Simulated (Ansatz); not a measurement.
Relaxed structures of CH7OSi (charge +1), closed shell (PBE0-D4/def2-TZVP; forces vanish, vibrations not checked; lower isomers may exist, and structures with a doubtful reference or unclear bonds are left out; Å). Computed with Ansatz 0.2.0 (basis: def2-TZVPP); correlated methods freeze the cores.

Problem. Rank them by CCSD(T) energy, lowest first, and give each one's height above the lowest. Links in brackets join atoms within 1.22 times the sum of their covalent radii (1.1 for two metals). (To be estimated.)
A.
CH₇OSi ([CH3][OH][SiH3]), total charge +1
```
10
angstrom
O -0.2837 0.4950 0.2017
C 0.4707 1.1986 -0.8507
Si 0.3016 -0.9764 1.0472
H 1.5194 1.1138 -0.5761
H -1.2364 0.6578 0.1512
H 0.1554 2.2386 -0.8314
H 0.2661 0.7214 -1.8066
H 0.4672 -1.9730 -0.0239
H -0.8232 -1.2072 1.9668
H 1.5551 -0.4897 1.6424
```
B.
CH₇OSi ([OH][CH2][H][SiH3]), total charge +1
```
10
angstrom
O -1.1985 0.7570 -1.3328
C -0.0624 1.0852 -0.7258
Si 0.4747 -0.8424 1.0573
H -0.9715 -0.8365 1.3250
H -1.0673 0.5113 -2.2576
H -0.2356 1.6750 0.1731
H 0.7571 1.4727 -1.3396
H 0.5591 0.0667 -0.3546
H 1.3401 -0.0283 1.9270
H 1.0558 -2.0476 0.4377
```
C.
CH₇OSi ([OH2][CH2][SiH3]), total charge +1
```
10
angstrom
O -1.2934 0.4733 -0.5958
C 0.1979 0.6127 -0.3389
Si 0.7545 -0.7571 0.8910
H -1.5600 -0.4337 -0.8299
H -1.6538 1.1076 -1.2406
H 0.2855 1.6211 0.0625
H 0.6853 0.5489 -1.3121
H 0.1272 -1.9888 0.3454
H 0.2300 -0.4177 2.2279
H 2.2269 -0.7662 0.7905
```

Solution. Computed: A (0.0 kJ/mol), C (120.1 kJ/mol), B (189.9 kJ/mol). Heights count from the lowest.

T1 diagnostic: at most 0.014.

For scale, one of the runs: CCSD(T)/def2-TZVPP, 202 basis functions, launched by `ansatz run in.yaml --threads 2 --pin off --events-out ev --progress --plain --max-ram 4352MiB`. Hardware: 2 CPU threads of an Arm Neoverse V2, shared host. Wall time 60 s; peak host memory 2.5 GiB.
